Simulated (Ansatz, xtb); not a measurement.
Loss of H2: C3H4O3 → C3H2O3 + H2

Species: C3H4O3 (ethylene carbonate) `O=C1OCCO1`, singlet; C3H2O3 (vinylene carbonate) `O=c1occo1`, singlet; H2 (hydrogen), singlet. 

Shapes, held fixed at every level: PBE0-D4/def2-TZVP. Programs: Ansatz 0.2.0, xtb 6.7.1, xtb 6.7.1 later snapshot. The zero-point and thermal change to 298 K, harmonic and unscaled (PBE0-D4/def2-TZVP), is -30.3 kJ/mol.

| level | kind | ΔH(298 K) (kJ/mol) | less CCSD(T)/CBS estimate | CPU time (sum over the molecules) |
| --- | --- | --- | --- | --- |
| GFN2-xTB | semi-empirical | +119.7 | +3.8 | 0.092 s |
| PBE-D4/def2-TZVPP | GGA | +105.6 | -10.3 | 15 s |
| PBE0-D4/def2-TZVPP | global hybrid | +125.6 | +9.7 | 16 s |
| B2PLYP/def2-TZVPP | double hybrid | +109.7 | -6.2 | 33 s |
| MP2/def2-SVP | perturbation theory | +116.4 | +0.5 | – |
| MP2/def2-TZVPP | perturbation theory | +115.9 | 0.0 | – |
| CCSD(T)/def2-SVP | coupled cluster or CI | +116.2 | +0.3 | 40 s |
| CCSD(T)/CBS estimate | coupled cluster or CI | +115.9 | 0.0 | 20 min |

The highest level, CCSD(T)/CBS estimate, gives ΔH(298 K) = +115.9 kJ/mol; the levels span +105.6 to +125.6. The column of differences is taken from that level and isn't an error. No measured value is set beside it here. The CBS estimate extrapolates MP2 from def2-TZVPP and def2-QZVPP and adds CCSD(T) − MP2 in the triple-zeta set, cores frozen; for H2 it overshoots the exact energy by about 1 mEh. Times are processor times on shared x86 and Arm servers, and rough.
